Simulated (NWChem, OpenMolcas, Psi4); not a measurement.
**How methods differ on NOF (nitrosyl fluoride)**

NOF: 3 atoms, total charge 0, spin state singlet. As SMILES, `O=NF`. Geometry: relaxed at PBE0-D4/def2-TZVP.

```xyz
3

O     0.8683    0.2430    0.5047
N     0.1489   -0.4825    0.0299
F    -1.0173    0.2396   -0.5346
```

Each level gives the dipole moment (D). The values are calculated.

**The experiment to reproduce.** NIST CCCBDB; in doubt, as an older value, an estimate or one at odds with other calculations gives the dipole moment of the gas as 1.81 D.

```
             level                    kind     program  value (D)  computed − measured
     HF/def2-TZVPP            Hartree–Fock        Psi4       1.64                -0.17
   BLYP/def2-TZVPP                     GGA  OpenMolcas       1.27                -0.54
    PBE/def2-TZVPP                     GGA        Psi4       1.26                -0.55
 r2SCAN/def2-TZVPP                meta-GGA  OpenMolcas       1.33                -0.48
   PBE0/def2-TZVPP           global hybrid      NWChem       1.40                -0.41
  HSE06/def2-TZVPP  range-separated hybrid        Psi4       1.41                -0.40
wB97X-V/def2-TZVPP  range-separated hybrid        Psi4       1.44                -0.37
  wB97X/def2-TZVPP  range-separated hybrid        Psi4       1.45                -0.36
```

Nearest: HF/def2-TZVPP (-0.17 D); farthest: PBE/def2-TZVPP (-0.55 D). The measured dipole is a vibrational average, so differences of a few hundredths of a debye mean little. Computed less measured by kind, in D (of the ab initio rows, those in def2-TZVPP): Hartree–Fock -0.17; GGA -0.55 to -0.54; meta-GGA -0.48; global hybrid -0.41; range-separated hybrid -0.40 to -0.36. Magnitudes only.
